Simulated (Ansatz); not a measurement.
A made-up structure of CH$_{6}$NSi (charge +1), singlet:

```json
{"atom": "C1", "x (Å)": "-0.3031", "y (Å)": "0.2756", "z (Å)": "-0.9277"}
{"atom": "N2", "x (Å)": "0.1704", "y (Å)": "0.4990", "z (Å)": "0.2358"}
{"atom": "Si3", "x (Å)": "0.2829", "y (Å)": "-0.6607", "z (Å)": "1.0439"}
{"atom": "H4", "x (Å)": "-0.5921", "y (Å)": "-0.8235", "z (Å)": "-1.2192"}
{"atom": "H5", "x (Å)": "-1.2263", "y (Å)": "0.8878", "z (Å)": "-0.8876"}
{"atom": "H6", "x (Å)": "0.5521", "y (Å)": "0.5972", "z (Å)": "-1.5550"}
{"atom": "H7", "x (Å)": "0.4562", "y (Å)": "1.5083", "z (Å)": "0.5530"}
{"atom": "H8", "x (Å)": "-0.1333", "y (Å)": "-2.1141", "z (Å)": "0.5684"}
{"atom": "H9", "x (Å)": "0.7933", "y (Å)": "-0.1696", "z (Å)": "2.1887"}
```

It is relaxed with PBE-D4/def2-SVP and then PBE0-D4/def2-TZVP (Ansatz 0.2.0). Atoms count as bonded within 1.22 times the sum of their covalent radii (H–H: 0.88 Å). The end point is not checked to be a true minimum.

Task: Does its bonding change? (A judgement: the text doesn't fix the answer.)

Result: By the calculation: Yes. Formed: none; broken: C1–Si3.

Where it ends: The first stage lowers the energy by 4.23 eV in 6 steps. It ends as CH₆NSi ([CH3][NH][SiH2]), total charge +1:
```csv
atom,x (Å),y (Å),z (Å)
C1,-0.3634,0.3762,-1.1325
N2,0.1621,0.4553,0.2331
Si3,0.3656,-0.7630,1.3077
H4,-0.6229,-0.6539,-1.3740
H5,-1.2548,0.9983,-1.2181
H6,0.3917,0.7282,-1.8361
H7,0.4219,1.3957,0.5142
H8,-0.0163,-2.1145,0.8808
H9,0.9160,-0.4221,2.6250
```

Labels in which every atom is bracketed show which atoms are joined, not bond orders.

For scale, one of the runs: PBE0-D4/def2-TZVP relaxation, 135 basis functions, launched by `ansatz run in.yaml --threads 2 --pin off --events-out ev --progress --plain --max-ram 4352MiB`. Hardware: 2 CPU threads of an Arm Neoverse V1, shared host. Wall time about 16 s.
